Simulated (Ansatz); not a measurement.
# AlC (quartet): wave-function methods side by side at distance Al1–C2 = 2.688 Å, cc-pVTZ

How much of the correlation energy of AlC (quartet) does each wave-function method recover here?

Method: cc-pVTZ, core rule «outside noble gas», up to 6 orbitals frozen; program: Ansatz 0.2.0, Gaussian basis.

To be run: UHF; CCSD(T) on ROHF; CCSD(T) on UHF; BCCD(T) on ROHF; CISD; CCSDT(Q) on ROHF; CCSDT(Q) on UHF; CASSCF and MRCISD+Q, 5 electrons in 5 orbitals; CASSCF and NEVPT2, 5 electrons in 5 orbitals; CASSCF and MRCISD+Q, 7 electrons in 8 orbitals; CASSCF and NEVPT2, 7 electrons in 8 orbitals.

10 further runs of the same task are left out: 1 for a mislabelled method, 7 that didn't finish, 2 set aside as unsound or not needed.

## 1. The geometry

The geometry derives from a PBE0/def2-TZVP stationary point (not a proven minimum). One bond is set to the value named and the two fragments are kept rigid.

2 atoms, charge 0, spin multiplicity 4.

Atoms are counted from 1 here; the program's logs count them from 0.

No contacts short enough for the rule that draws bonds.

## 2. UHF

in.yaml reads:

```yaml
crystal:
  periodic: [false, false, false]
  atoms:
    - {symbol: Al, position_ang: [0.000000, 0.000000, 0.000000]}
    - {symbol: C, position_ang: [0.000000, 0.000000, 2.688000]}
basis:
  gaussian: {orbitals: cc-pVTZ}
magnetization: {spin_polarized: true, initial_magnetization: 3}
hamiltonian: {xc: hf}
output: {orbitals: {seedname: orbitals}}
```

Launch:

```console
> ansatz run in.yaml --threads 1 --pin off --events-out ev --progress --plain --max-ram 2393MiB
```

After this run come: CCSD(T) on ROHF; CCSD(T) on UHF; BCCD(T) on ROHF; CISD; CCSDT(Q) on ROHF; CCSDT(Q) on UHF; CASSCF and MRCISD+Q, 5 electrons in 5 orbitals; CASSCF and NEVPT2, 5 electrons in 5 orbitals; CASSCF and MRCISD+Q, 7 electrons in 8 orbitals; CASSCF and NEVPT2, 7 electrons in 8 orbitals.

Q: Predict the results of all the runs planned. Wanted: UCCSDT(Q) below the RHF energy; RMP2 from UCCSDT(Q); UMP2 from UCCSDT(Q); RCCSD from UCCSDT(Q); RCCSD(T) from UCCSDT(Q); UCCSD(T) from UCCSDT(Q); RCCSDT(Q) from UCCSDT(Q); NEVPT2 valence from UCCSDT(Q); MRCISD+Q valence from UCCSDT(Q).

As calculated:

```
                         quantity                      value
   UCCSDT(Q) below the RHF energy                 -4.6745 eV
              RMP2 from UCCSDT(Q)              +104.1 kJ/mol
              UMP2 from UCCSDT(Q)              +105.5 kJ/mol
             RCCSD from UCCSDT(Q)               +27.2 kJ/mol
          RCCSD(T) from UCCSDT(Q)                +7.3 kJ/mol
          UCCSD(T) from UCCSDT(Q)                +7.4 kJ/mol
         RCCSDT(Q) from UCCSDT(Q)                +0.6 kJ/mol
    NEVPT2 valence from UCCSDT(Q)               +65.9 kJ/mol
  MRCISD+Q valence from UCCSDT(Q)                +4.7 kJ/mol
levels within 1 kcal/mol (43 meV)  RCCSDT, UCCSDT, RCCSDT(Q)
                    T1 diagnostic                      0.043
   effectively unpaired electrons                       3.07
```

RCCSD(T) lands +7.3 kJ/mol from the yardstick (1.6 % of the correlation energy). The occupations are near whole numbers, but T1 = 0.043 shows that the orbitals relax strongly. Of the multireference levels listed MRCISD+Q valence comes nearest in total energy (+4.7 kJ/mol), which doesn't show that its space is the better one. These misses are within one basis, not against nature; the frozen cores of restricted and unrestricted runs differ, which can shift their rows.
